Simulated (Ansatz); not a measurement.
Basis-set extrapolation for AlH3OSi, SMILES `[O]1[AlH][SiH2]1` (PBE0-D4/def2-TZVP geometry, frozen core, the Gaussian-basis code of Ansatz). Multiplicity 1, RHF reference.

|  | def2-TZVPP | def2-QZVPP |
| --- | --- | --- |
| HF | -607.530079 | -607.550287 |
| MP2 correlation | -0.431538 | -0.465363 |
| CCSD(T) correlation | -0.475669 | not run |

Energies in hartree. Use E(X) = E(∞) + A·exp(−7.88·√X) for Hartree–Fock and E(X) = E(∞) + B·X^(−2.97) for correlation, with X = 3 and 4, and add CCSD(T) minus MP2 of the smaller set to the MP2 limit.

What is the CCSD(T) energy at the basis-set limit?

HF limit: -607.550287 + (-0.020208) × 0.13774 = -607.55307. MP2 limit: -0.465363 + (-0.033825) × 0.74074 = -0.49042. Higher-order term: -0.475669 − (-0.431538) = -0.04413. Total: -608.08762 hartree, 2.23 eV below CCSD(T)/def2-TZVPP.
